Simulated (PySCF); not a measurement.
Method: PBE-D3(BJ)/def2-TZVP // PBE0-D4/def2-TZVP in PySCF. Gas-phase values, no solvent. One relaxed conformer stands for a flexible species; it need not be the lowest. 

Reference species (SMILES): `[NH2]` (neutral, multiplicity 2).

```yaml
highest_occupied_spin_orbital: -7.06 eV
```

Changed species: `N[C](S)S` (radical fragment; the reference has radical fragment).

Question: What does the change do to the highest occupied spin orbital?

Answer: the highest occupied spin orbital goes up by 3.74 eV, to -3.32 eV.
